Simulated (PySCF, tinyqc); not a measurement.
Starting guesses with DIIS over 6 matrices: SCF starting guesses in the sto-3g basis, for H2O, spin multiplicity 1. Computed by the program tinyqc with PySCF. 

Geometry (angstrom):
```
atom       x        y       z
O     0.0000   0.0000  0.0000
H     0.0000   1.0390  0.7470
H     0.0000  -1.0390  0.7470
```

lowest restricted solution found by these runs and by PySCF = -74.845583 hartree

RHF with one setting changed at a time; a run stops when the energy changes by less than 1e-09 hartree and the error matrix is below 1e-5. Starts: the lowest orbitals of the core Hamiltonian, of the Wolfsberg-Helmholz matrix (K = 1.75), projected atomic densities, random orbitals, and the highest orbitals of the core Hamiltonian (a deliberately bad start).

Largest element of the error matrix X^T (FDS - SDF) X:
```
iteration     core  Wolfsberg-Helmholz  atomic densities   random  highest core orbitals
1          4.2e-01             5.1e-01           6.9e-01  1.7e+01                3.5e-01
2          4.4e-01             1.4e-01           2.2e-01  5.1e-01                4.9e-01
3          7.5e-02             3.4e-02           4.3e-02  3.7e-01                5.3e-01
4          1.7e-02             4.6e-03           4.5e-03  4.5e-02                5.1e-01
5          5.8e-03             1.4e-03           3.3e-04  1.4e-02                5.1e-01
6          9.6e-04             5.8e-05           9.8e-05  3.8e-03                4.9e-01
8          1.7e-06             1.0e-08           1.6e-08  1.9e-04                3.6e-02
10               -                   -                 -  7.8e-06                8.3e-03
```

How each run ends:
```
run                    iterations  E (hartree)         state
core                            9   -74.845583  lowest found
Wolfsberg-Helmholz              8   -74.845583  lowest found
atomic densities                8   -74.845583  lowest found
random                         11   -74.845583  lowest found
highest core orbitals          13   -74.845583  lowest found
```

5 of 5 runs reach the lowest restricted solution found, in 8 to 13 iterations (fastest: Wolfsberg-Helmholz, atomic densities). The first errors are 4e-01, 5e-01, 7e-01, 2e+01, 3e-01; the deliberately bad start has the smallest one, so a small first error does not mark a good start. The restricted reference is unstable here: a spin-polarised solution lies 0.0009 hartree lower (PySCF), so results built on it describe a poor reference.
